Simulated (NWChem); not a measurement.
# How the cost of UHF grows with the basis: C2H3O2

C2H3O2: 7 atoms, total charge 0, spin state doublet. SMILES: `CC([O])=O`. The coordinates come from a PBE0-D4/def2-TZVP relaxation.

UHF, gradient, NWChem 7.3.0, on 1 thread of Intel Xeon Platinum 8488C (Sapphire Rapids), shared host. N is the number of basis functions, t the processor time.

```
          basis    N  t (s)   ln N   ln t
       6-31G(d)   62     28  4.127  3.332
      6-31+G(d)   78     57  4.357  4.043
   6-31++G(d,p)   90     81  4.500  4.394
   6-311+G(d,p)  106      ?  4.663      ?
6-311++G(2d,2p)  138    340  4.927  5.829
```

**Question.** Fit t = C·Nᵖ to the known rows and estimate the time in 6-311+G(d,p).

**Answer.** 
1. Means of the 4 rows: ln N = 4.47775, ln t = 4.3995.
2. Σ(Δln N)² = 0.33993, Σ(Δln N·Δln t) = 1.0596, so the slope is 1.0596/0.33993 = 3.1171.
3. Intercept: 4.3995 − (3.1171) × 4.47775 = -9.5581. The largest residual of the fit is 0.075.
4. ln t = -9.5581 + 3.1171 × 4.663, so t ≈ 150 s.

The run took 140 s, so the estimate is too long by a factor of about 1.1. The fitted power is 3.1, with the electron count fixed.
